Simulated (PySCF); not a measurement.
# C3H3F: the cost of one run

Computed with PySCF 2.14.0. Level: levels as typed in each script, gas phase, geometry from GFN2-xTB.

**1. Starting geometry**

SMILES `FC1C=C1`, 7 atoms, charge 0, spin multiplicity 1.

Bond lengths: F1–C2 1.385 Å, C2–C3 1.479 Å, C2–C4 1.479 Å, C2–H5 1.083 Å, C3–C4 1.307 Å, C3–H6 1.062 Å, C4–H7 1.062 Å. Angles: F1–C2–C3 118.4°, F1–C2–C4 118.4°, F1–C2–H5 108.3°, C3–C2–C4 52.4°, C3–C2–H5 125.0°, C4–C2–H5 125.0°, C2–C3–C4 63.8°, C2–C3–H6 145.5°, C4–C3–H6 150.6°, C2–C4–C3 63.8°, C2–C4–H7 145.5°, C3–C4–H7 150.6°.

Geometry (Å):

| atom | x (Å) | y (Å) | z (Å) |
| --- | --- | --- | --- |
| F1 | -1.3963 | 0.0000 | -0.2795 |
| C2 | -0.2326 | -0.0001 | 0.4709 |
| C3 | 0.9683 | -0.6534 | -0.0946 |
| C4 | 0.9683 | 0.6534 | -0.0945 |
| H5 | -0.5044 | -0.0001 | 1.5196 |
| H6 | 1.4236 | -1.5787 | -0.3476 |
| H7 | 1.4236 | 1.5788 | -0.3475 |

**2. Localised orbitals (B3LYP/6-311+g**)**

Contents of input.py:

```python
import numpy as np
from pyscf import gto, scf, dft, lo
from pyscf.data.elements import chemcore

def solve(mol, dm0=None, hcore=None):
    mf = (dft.UKS if mol.spin else dft.RKS)(mol, xc='b3lyp')
    mf.grids.level = 3
    mf = mf.density_fit(auxbasis='def2-universal-jkfit')
    mf.conv_tol, mf.max_cycle = 1e-8, 80
    if hcore is not None:
        mf.get_hcore = lambda *args: hcore
    mf.kernel(dm0)
    if not mf.converged:
        mf = mf.newton().run(mf.mo_coeff, mf.mo_occ, max_cycle=30)
    assert mf.converged, 'SCF not converged'
    return mf

mol = gto.M(atom='''
F     -1.39627     0.00002    -0.27947
C     -0.23259    -0.00005     0.47089
C      0.96827    -0.65337    -0.09458
C      0.96826     0.65339    -0.09454
H     -0.50444    -0.00008     1.51962
H      1.42360    -1.57870    -0.34758
H      1.42357     1.57875    -0.34747
''', basis='6-311+g**', charge=0, spin=0, verbose=4)
mf = solve(mol)
occ_all = mf.mo_coeff[:, mf.mo_occ > 0]
occ = occ_all[:, chemcore(mol):]
pm = lo.PM(mol, occ, pop_method='meta_lowdin')
loc = pm.kernel()
for _ in range(5):
    new, stable = pm.stability_jacobi(return_status=True)
    if stable:
        break
    loc = pm.kernel(new)
fock, s = mf.get_fock(), mf.get_ovlp()
ortho = lo.orth_ao(mol, 'meta_lowdin')
labels = mol.ao_labels(fmt=None)
vir = loc[:, :0]
both = np.hstack([loc, vir])
p = (ortho.T @ s @ both) ** 2
pop = np.array([p[[l[0] == a for l in labels]].sum(0) for a in range(mol.natm)])
spd = np.array([[p[[l[0] == a and l[2][-1] == k for l in labels]].sum(0) for k in 'spd'] for a in range(mol.natm)])
eps = np.einsum('pi,pq,qi->i', both, fock, both)
for i in np.argsort(eps):
    top = np.argsort(-pop[:, i])[:3]
    print('%3d %s %9.4f Eh ' % (i + 1, 'occ' if i < loc.shape[1] else 'vir', eps[i]), '  '.join('%s%d %.3f' % (mol.atom_symbol(a), a + 1, pop[a, i]) for a in top))
np.savez('result.npz', c=both, nocc=loc.shape[1], pop=pop, spd=spd, eps=eps, e=mf.e_tot)
```

Started as:

```console
OMP_NUM_THREADS=1 python input.py
```

Q: Estimate wall time and peak memory on 1 thread of Intel Xeon 6975P-C (Granite Rapids), shared host.

About 4.8 s, with a peak of 0.43 GiB.
